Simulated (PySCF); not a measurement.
# One molecule, many functionals

Compound: C₄H₅F.
Z-matrix (Å and degrees, PBE0-D3(BJ)/def2-SVP geometry), rows numbered from 1:
```
F 
C   1  1.3658
C   2  1.4668  1  112.15
C   3  1.2972  2  152.24  1    -0.26
C   4  1.4989  3   64.38  2   179.94
H   2  1.1060  1  109.24  3   121.57
H   2  1.1061  1  109.21  3  -121.55
H   4  1.0857  3  149.51  5  -179.74
H   5  1.1027  3  119.63  4  -106.36
H   5  1.1027  3  119.63  4   106.45
```

Linear-response calculations in the def2-SVPD basis (PySCF; singlets by full response, triplets Tamm–Dancoff, core orbitals frozen in the response; HF means time-dependent Hartree–Fock). 'Strongest' is the level of largest summed f among the singlets computed (10 roots, of which the last may lack a degenerate partner); it can jump between rows when another state enters that window. S1 is the lowest singlet of each run and needn't be the same state throughout; f(S1) is that of one state. The structure is a single PBE0-D3(BJ)/def2-SVP conformer in the gas phase; no vibrational or solvent corrections.

```
functional                               kind  S1 (eV)  f(S1)  strongest (eV)  T1 (eV)  HOMO (eV)  gap (eV)  ionisation energy, ΔSCF (eV)
       LDA                                LDA     6.05  0.104            6.05     4.31      -6.16      4.94                          9.49
       PBE                                GGA     6.14  0.102            6.14     4.15      -6.05      5.06                          9.33
     B3LYP  global hybrid, 20% exact exchange     6.36  0.121            6.36     4.19      -7.00      6.81                          9.49
      PBE0  global hybrid, 25% exact exchange     6.45  0.124            6.45     4.12      -7.19      7.26                          9.45
 BHandHLYP  global hybrid, 50% exact exchange     6.59  0.140            6.59     4.10      -8.21      9.41                          9.39
 CAM-B3LYP             range-separated hybrid     6.49  0.128            6.49     4.17      -8.53      9.76                          9.55
   wB97X-D             range-separated hybrid     6.52  0.128            6.52     4.28      -9.03     10.97                          9.48
   LC-wPBE             range-separated hybrid     6.68  0.134            6.68     4.08      -9.89     12.34                          9.63
```

What does HF (Hartree–Fock) give?

S1 (eV) 6.77, f(S1) 0.168, strongest (eV) 6.77, T1 (eV) 3.69, HOMO (eV) -9.71, gap (eV) 12.36, ionisation energy, ΔSCF (eV) not settled. S1 runs from 6.05 eV (LDA) to 6.77 eV (HF), a spread of 0.71 eV, while the orbital gap spreads over 7.4 eV. Along PBE (0%), B3LYP (20%), PBE0 (25%), BHandHLYP (50%), HF (100%) S1 rises with the share of exact exchange. −ε(HOMO) comes closest to its own ΔSCF ionisation energy with LC-wPBE (+0.27 eV) and misses most with LDA (-3.34 eV). 'Not settled' means that the ion's SCF failed to converge or may have ended in another state than the lowest.
